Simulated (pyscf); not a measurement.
Thermochemistry of product channels of H₃C–C(F)(F)–F (SMILES CC(F)(F)F) + Cl• (SMILES [Cl]) on the doublet surface, in kcal/mol, from ωB97M-D3(BJ)/def2-TZVP energies (ideal gas, 1 atm, RRHO with modes under 100 cm⁻¹ raised to 100, one conformer, R ln 2 for chiral ones without a mode under 150 cm⁻¹). Structures and frequencies: ωB97X-D3(BJ)/def2-SVP in PySCF.

```csv
products,ΔE,ΔH(298 K),ΔG(298 K),ΔG(1200 K)
CH₃• (SMILES [CH3]) + F–C(F)(F)–Cl (SMILES FC(F)(F)Cl),+19.2,+15.1,+12.6,+4.5
F–C•(F)–CH₂–Cl (SMILES F[C](F)CCl) + HF (SMILES F),+15.8,+14.0,+10.6,-0.2
•H₂C–C(F)(F)–F (SMILES [CH2]C(F)(F)F) + HCl (SMILES Cl),+7.1,+2.9,-0.6,-12.4
•H₂C–C(F)(F)–Cl (SMILES [CH2]C(F)(F)Cl) + HF (SMILES F),[?],+12.1,+9.0,[?]
H₃C–Cl (SMILES CCl) + F–C•(F)–F (SMILES F[C](F)F),[?],+18.6,+14.7,+5.0
```

Problem. Complete the blanks.

Solution. 
- •H₂C–C(F)(F)–Cl (SMILES [CH2]C(F)(F)Cl) + HF (SMILES F), ΔE: +15.6
- •H₂C–C(F)(F)–Cl (SMILES [CH2]C(F)(F)Cl) + HF (SMILES F), ΔG(1200 K): -2.3
- H₃C–Cl (SMILES CCl) + F–C•(F)–F (SMILES F[C](F)F), ΔE: +20.0

The channel to •H₂C–C(F)(F)–Cl + HF turns favourable between 298 and 1200 K (ΔG from +9.0 kcal/mol to -2.3 kcal/mol).

These are energies of the channels, which say nothing of barriers. Left out: orbital degeneracy and the spin-orbit lowering of Cl.
